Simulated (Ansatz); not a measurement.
The same path of AlFH$_{2}$S (5 atoms, charge 0, multiplicity 1) was run twice with different band settings. The coordinate that changes most is the dihedral F1–Al2–S3–H5.

Method: Ansatz, RKS PBE-D4/def2-SVP.

Relaxed end points:

```xyz
5
Properties=species:S:1:pos:R:3
F -1.181 -1.095 1.148
Al -0.478 -0.326 -0.168
S 1.700 0.034 -0.140
H -1.466 0.073 -1.342
H 1.475 1.240 0.461
```

```xyz
5
Properties=species:S:1:pos:R:3
F -1.223 -0.478 1.200
Al -0.537 -0.168 -0.301
S 1.550 0.488 -0.342
H -1.397 -0.351 -1.617
H 1.658 0.435 1.018
```

Common settings: movable images 7; climbing image yes; spring 5.0 eV/Å²; optimiser quadratic models (default); start path IDPP; iteration limit 60; end points relaxed.

| run | force threshold |
| --- | --- |
| 1 | 0.05 eV/Å |
| 2 | 0.2 eV/Å |

(1) What does each run give, and how far can it be trusted?

Results:

(1) Run 1: converged after 5 iterations, highest image 0.000 eV above the first end. The highest image is an end point: on this band no image between the ends rises above it.
Run 2: converged after 2 iterations, highest image 0.000 eV above the first end. The highest image is an end point: on this band no image between the ends rises above it.
